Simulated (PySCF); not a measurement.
# Working out the ionisation energy of C

C [He] 2s2 2p2 (3P) → C⁺ [He] 2s2 2p1 (2P). Computed with PySCF 2.14 in pcseg-2 (4s3p2d1f, 30 functions), with no relativity, point nucleus. Frozen: 1s2. Energies in hartree (1 hartree = 27.21139 eV):

```
            part   C (lower)  C⁺ (upper)
             UHF  -37.689074  -37.292630
CCSD correlation   -0.084093   -0.072491
             (T)   -0.001861   -0.001115
```

Question: What does Hartree-Fock give?

Answer: (-37.292630) − (-37.689074) = 0.396444 hartree = 10.788 eV.

Question: What do CCSD and CCSD(T) give?

Answer: The CCSD correlation energies differ by 0.011602 hartree = 0.316 eV and the triples by 0.000746 hartree = 0.020 eV, so CCSD gives 11.104 eV and CCSD(T) 11.124 eV.

Measured between the centres of the two terms (NIST): 11.262 eV, so CCSD(T) (valence) is off by -0.138 eV.

What remains against the reference includes basis incompleteness, the frozen core and higher excitations.
